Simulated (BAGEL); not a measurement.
**C6H10 (1-methylcyclopentene) at HF/3-21G (density fitting with cc-pvqz-jkfit)**

Aim: the energy change on altering one bond length of C6H10 (1-methylcyclopentene) at HF/3-21G (density fitting with cc-pvqz-jkfit), from 2 runs. 

Program for the calculation: BAGEL 1.2.2.

## 1. The structure to begin with

C6H10: 16 atoms, total charge 0, spin state singlet. As SMILES, `CC1=CCCC1`. The shape is that of a PBE0-D4/def2-TZVP optimisation. This is one conformer, not always the lowest.

Bond lengths: C1–C2 1.486 Å, C2–C3 1.331 Å, C3–C4 1.499 Å, C4–C5 1.538 Å, C2–C6 1.505 Å, C5–C6 1.535 Å, C1–H7 1.096 Å, C1–H8 1.095 Å, C1–H9 1.091 Å, C3–H10 1.085 Å, C4–H11 1.094 Å, C4–H12 1.098 Å, C5–H13 1.093 Å, C5–H14 1.091 Å, C6–H15 1.095 Å, C6–H16 1.099 Å. Some angles: C1–C2–C3 127.5°, C1–C2–C6 121.7°, C3–C2–C6 110.8°, C2–C3–C4 112.6°, C3–C4–C5 102.8°, C4–C5–C6 105.2°, C2–C6–C5 103.6°, C2–C1–H7 110.9°, C2–C1–H8 111.1°, C2–C1–H9 111.7°.

## 2. The energy at HF/3-21G (density fitting with cc-pvqz-jkfit)

input.json reads:

```json
{ "bagel": [

{
  "title": "molecule",
  "basis": "3-21g",
  "df_basis": "cc-pvqz-jkfit",
  "angstrom": true,
  "geometry": [
    { "atom": "C", "xyz": [      -0.182550,       0.153470,       2.196680 ] },
    { "atom": "C", "xyz": [       0.039290,       0.039180,       0.731770 ] },
    { "atom": "C", "xyz": [       1.204510,      -0.027810,       0.091730 ] },
    { "atom": "C", "xyz": [       1.039050,      -0.203910,      -1.387910 ] },
    { "atom": "C", "xyz": [      -0.449080,       0.116590,      -1.605660 ] },
    { "atom": "C", "xyz": [      -1.108990,      -0.080680,      -0.234400 ] },
    { "atom": "H", "xyz": [      -0.752800,      -0.702760,       2.573510 ] },
    { "atom": "H", "xyz": [      -0.768550,       1.046860,       2.437290 ] },
    { "atom": "H", "xyz": [       0.759370,       0.203610,       2.745170 ] },
    { "atom": "H", "xyz": [       2.172750,      -0.007620,       0.580790 ] },
    { "atom": "H", "xyz": [       1.695560,       0.444770,      -1.975280 ] },
    { "atom": "H", "xyz": [       1.281320,      -1.233740,      -1.682420 ] },
    { "atom": "H", "xyz": [      -0.549170,       1.163300,      -1.904140 ] },
    { "atom": "H", "xyz": [      -0.905320,      -0.488430,      -2.391050 ] },
    { "atom": "H", "xyz": [      -1.901490,       0.648610,      -0.037670 ] },
    { "atom": "H", "xyz": [      -1.573910,      -1.071450,      -0.138410 ] }
  ]
},

{
  "title": "hf"
},

{
  "title": "print",
  "file": "orbitals.molden",
  "orbitals": true
}

]}
```

Command:

```bash
$ BAGEL_NUM_THREADS=1 BAGEL input.json > input.out
```

The program printed:

```text
* using 1 threads per process

  ===============================================================
  ===============================================================

  *** Geometry ***

  { "atom" : "C", "xyz" : [     -0.344970,      0.290016,      4.151124 ] },
  { "atom" : "C", "xyz" : [      0.074247,      0.074039,      1.382845 ] },
  { "atom" : "C", "xyz" : [      2.276194,     -0.052553,      0.173345 ] },
  { "atom" : "C", "xyz" : [      1.963520,     -0.385334,     -2.622770 ] },
  { "atom" : "C", "xyz" : [     -0.848638,      0.220323,     -3.034258 ] },
  { "atom" : "C", "xyz" : [     -2.095687,     -0.152463,     -0.442952 ] },
  { "atom" : "H", "xyz" : [     -1.422586,     -1.328024,      4.863229 ] },
  { "atom" : "H", "xyz" : [     -1.452349,      1.978279,      4.605811 ] },
  { "atom" : "H", "xyz" : [      1.435001,      0.384767,      5.187619 ] },
  { "atom" : "H", "xyz" : [      4.105902,     -0.014400,      1.097534 ] },
  { "atom" : "H", "xyz" : [      3.204144,      0.840493,     -3.732738 ] },
  { "atom" : "H", "xyz" : [      2.421344,     -2.331431,     -3.179313 ] },
  { "atom" : "H", "xyz" : [     -1.037781,      2.198318,     -3.598303 ] },
  { "atom" : "H", "xyz" : [     -1.710807,     -0.922999,     -4.518430 ] },
  { "atom" : "H", "xyz" : [     -3.593295,      1.225695,     -0.071186 ] },
  { "atom" : "H", "xyz" : [     -2.974259,     -2.024747,     -0.261557 ] },

  Number of auxiliary basis functions:     1146

  Since a DF basis is specified, we compute 2- and 3-index integrals:
    o Being stored without compression. Storage requirement is 0.050 GB

  Number of basis functions:       74
  Number of electrons      :       46

    * METHOD: MOLECULE                             1.78

  *** RHF ***

  === Nuclear Repulsion ===
   234.4960788977

      * DIIS with orbital gradients will be used.

  === RHF iteration (3-21g) ===
      0       -231.61869155          0.01463822           0.23
      1       -231.71415651          0.00365694           0.22
      2       -231.72265802          0.00143902           0.22
      3       -231.72370453          0.00011861           0.23
      4       -231.72371587          0.00004297           0.23
      5       -231.72371728          0.00001015           0.23
      6       -231.72371738          0.00000427           0.23
      7       -231.72371740          0.00000254           0.24
      8       -231.72371741          0.00000051           0.24
      9       -231.72371741          0.00000017           0.23
     10       -231.72371741          0.00000005           0.24
     11       -231.72371741          0.00000001           0.24
     12       -231.72371741          0.00000001           0.24
    * SCF iteration converged.

    * Permanent dipole moment:
           (    0.079275,     0.020965,    -0.058194) a.u.

    * METHOD: HF                                   3.43

    * METHOD: PRINT                                0.01

  ===============================================================
```

It took 5.4 s on 1 thread of Arm Neoverse V1, shared host; peak memory 0.23 GiB.

## 3. The distorted shape

input.json reads:

```json
{ "bagel" : [

{
  "title" : "molecule",
  "basis" : "3-21g",
  "df_basis" : "cc-pvqz-jkfit",
  "angstrom" : "true",
  "geometry" : [
    { "atom" : "C", "xyz" : [       0.451472,      -0.429982,       2.039291 ] },
    { "atom" : "C", "xyz" : [       0.673312,      -0.544272,       0.574381 ] },
    { "atom" : "C", "xyz" : [       1.838532,      -0.611262,      -0.065659 ] },
    { "atom" : "C", "xyz" : [       1.673072,      -0.787362,      -1.545299 ] },
    { "atom" : "C", "xyz" : [       0.184942,      -0.466862,      -1.763049 ] },
    { "atom" : "C", "xyz" : [      -0.474968,      -0.664132,      -0.391789 ] },
    { "atom" : "H", "xyz" : [      -0.118778,      -1.286212,       2.416121 ] },
    { "atom" : "H", "xyz" : [      -0.134528,       0.463408,       2.279901 ] },
    { "atom" : "H", "xyz" : [       1.393392,      -0.379842,       2.587781 ] },
    { "atom" : "H", "xyz" : [       2.806772,      -0.591072,       0.423401 ] },
    { "atom" : "H", "xyz" : [       2.329582,      -0.138682,      -2.132669 ] },
    { "atom" : "H", "xyz" : [       1.915342,      -1.817192,      -1.839809 ] },
    { "atom" : "H", "xyz" : [       0.084852,       0.579848,      -2.061529 ] },
    { "atom" : "H", "xyz" : [      -0.271298,      -1.071882,      -2.548439 ] },
    { "atom" : "H", "xyz" : [      -1.901490,       0.648610,      -0.037670 ] },
    { "atom" : "H", "xyz" : [      -0.939888,      -1.654902,      -0.295799 ] }
  ]
},

{ "title" : "hf" },

{ "title" : "print", "file" : "orbitals.molden", "orbitals" : "true" }

]}
```

Command:

```bash
$ BAGEL_NUM_THREADS=1 BAGEL input.json > input.out
```

The program printed:

```text
* using 1 threads per process

  ===============================================================
  ===============================================================

  *** Geometry ***

  { "atom" : "C", "xyz" : [      0.853158,     -0.812548,      3.853701 ] },
  { "atom" : "C", "xyz" : [      1.272375,     -1.028525,      1.085423 ] },
  { "atom" : "C", "xyz" : [      3.474322,     -1.155118,     -0.124078 ] },
  { "atom" : "C", "xyz" : [      3.161648,     -1.487899,     -2.920192 ] },
  { "atom" : "C", "xyz" : [      0.349490,     -0.882241,     -3.331680 ] },
  { "atom" : "C", "xyz" : [     -0.897559,     -1.255028,     -0.740374 ] },
  { "atom" : "H", "xyz" : [     -0.224458,     -2.430588,      4.565807 ] },
  { "atom" : "H", "xyz" : [     -0.254221,      0.875714,      4.308388 ] },
  { "atom" : "H", "xyz" : [      2.633129,     -0.717797,      4.890197 ] },
  { "atom" : "H", "xyz" : [      5.304030,     -1.116964,      0.800112 ] },
  { "atom" : "H", "xyz" : [      4.402272,     -0.262071,     -4.030160 ] },
  { "atom" : "H", "xyz" : [      3.619472,     -3.433995,     -3.476735 ] },
  { "atom" : "H", "xyz" : [      0.160347,      1.095754,     -3.895725 ] },
  { "atom" : "H", "xyz" : [     -0.512679,     -2.025563,     -4.815852 ] },
  { "atom" : "H", "xyz" : [     -3.593295,      1.225695,     -0.071186 ] },
  { "atom" : "H", "xyz" : [     -1.776131,     -3.127312,     -0.558979 ] },

  Number of auxiliary basis functions:     1146

  Since a DF basis is specified, we compute 2- and 3-index integrals:
    o Being stored without compression. Storage requirement is 0.050 GB

  Number of basis functions:       74
  Number of electrons      :       46

    * METHOD: MOLECULE                             1.81

  *** RHF ***

  === Nuclear Repulsion ===
   231.6858914496

      * DIIS with orbital gradients will be used.

  === RHF iteration (3-21g) ===
      0       -231.47473931          0.01439962           0.23
      1       -231.57137616          0.00413464           0.23
      2       -231.58182841          0.00182192           0.23
      3       -231.58365428          0.00031082           0.23
      4       -231.58371769          0.00010677           0.23
      5       -231.58372966          0.00002879           0.22
      6       -231.58373033          0.00001392           0.22
      7       -231.58373047          0.00000335           0.22
      8       -231.58373048          0.00000080           0.22
      9       -231.58373048          0.00000032           0.22
     10       -231.58373048          0.00000012           0.22
     11       -231.58373048          0.00000005           0.22
     12       -231.58373048          0.00000001           0.22
     13       -231.58373048          0.00000001           0.22
    * SCF iteration converged.

    * Permanent dipole moment:
           (   -0.525078,     0.377008,     0.091704) a.u.

    * METHOD: HF                                   3.55

    * METHOD: PRINT                                0.01

  ===============================================================
```

Run time: 5.7 s. Hardware: 1 thread of Arm Neoverse V1, shared host; peak memory 0.23 GiB.

## 4. What came out

At HF/3-21G (density fitting with cc-pvqz-jkfit):

| quantity | value |
| --- | --- |
| first shape: total energy | -231.72372 Eh |
| first shape: dipole moment | 0.26 D |
| first shape: HOMO energy | -8.83 eV |
| first shape: LUMO energy | 5.35 eV |
| first shape: HOMO–LUMO gap | 14.17 eV |
| distorted shape: total energy | -231.58373 Eh |
| distorted shape: dipole moment | 1.66 D |
| distorted shape: HOMO energy | -8.54 eV |
| distorted shape: LUMO energy | 2.75 eV |
| distorted shape: HOMO–LUMO gap | 11.29 eV |
| energy change with the C6–H15 bond stretched from 1.095 to 1.971 Å | 3.809 eV |

With the C6–H15 bond stretched from 1.095 to 1.971 Å the energy rises by 3.81 eV (368 kJ/mol). The first shape isn't relaxed at this level, so the change isn't measured from a minimum. A restricted reference can't describe the breaking bond well at this length.
